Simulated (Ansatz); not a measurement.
```yaml
crystal:
  periodic: [false, false, false]
  atoms:
    - {symbol: Si, position_ang: [-0.450443, 0.661717, -0.852093]}
    - {symbol: N, position_ang: [0.867133, -0.083656, -0.022800]}
    - {symbol: P, position_ang: [0.765045, -1.074877, 1.360512]}
    - {symbol: H, position_ang: [-1.408162, -0.363213, -1.347663]}
    - {symbol: H, position_ang: [0.104194, 1.431033, -1.996662]}
    - {symbol: H, position_ang: [-1.196980, 1.573340, 0.056316]}
    - {symbol: H, position_ang: [1.806952, 0.056301, -0.353641]}
    - {symbol: H, position_ang: [-0.287848, -1.952614, 0.968869]}
    - {symbol: H, position_ang: [-0.111392, -0.294431, 2.170060]}
basis:
  gaussian: {orbitals: aug-cc-pVTZ, final_grid: {core_spheres: 5, valence_spheres: 4, degree: 11}}
hamiltonian: {xc: {name: HF}}
correlation: {active_space: {window: {electrons: 6, orbitals: 2}}}
accuracy: high
```

```sh
$ ansatz run in.yaml --threads 2 --pin off --events-out ev --progress --plain --max-ram 4352MiB
```

Output, abridged:

```
Functional definition: HF
4422 factors; integrals over basis functions are off by at most 3.2e-9 eV
mean field evaluation 1: about -18709.7256 eV, gradient 3.5e1 eV
mean field evaluation 2: about -18709.8493 eV, gradient 3.5e1 eV
mean field evaluation 4: about -18712.8067 eV, gradient 3.7e0 eV
mean field evaluation 8: about -18712.8679 eV, gradient 1.1e-1 eV
mean field evaluation 16: about -18712.8680 eV, gradient 1.1e-8 eV
mean field -18712.86800554 eV, -687.6852151662 hartree, gradient 1.1e-8 eV, S^2 0.000000; 0 other end points of the search recorded, 0 dependent functions left out
reference -18712.86800554 eV, -687.6852151662 hartree; 21, 21 occupied and 263, 263 virtual orbitals, 4422 factors
Error: 6 electrons in 2 orbitals form no window around the highest filled level of the reference
```

In this input the active space doesn't fit the electrons. The run stopped with an error.
